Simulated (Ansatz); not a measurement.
Results of PBE-D4 (Ansatz, a first-principles code, plane waves, PAW) for anatase TiO₂ (metastable phase).

Settings: plane-wave cutoff 520 eV, 12×12×12 k mesh, Fermi–Dirac smearing 0.01 eV, no spin polarisation, scalar-relativistic PAW data made under PBE.

The cell is scaled about its equilibrium volume:

Shape and atoms are relaxed at each volume.

```csv
V (Å³/atom),P (GPa),direct gap at Γ (eV),smallest gap on the k mesh (eV),c (Å)
10.994,7.49,2.649,2.081,9.322
11.223,3.63,2.621,2.111,9.467
11.452,0.00,2.588,2.131,9.603
11.681,-3.39,2.550,2.142,9.730
11.910,-6.54,2.509,2.144,9.846
```

The fundamental gap (2.13 eV at the equilibrium volume, with added k points) lies elsewhere than Γ–Γ.

Note: the bulk modulus comes from volumes at which shape and atoms were relaxed.
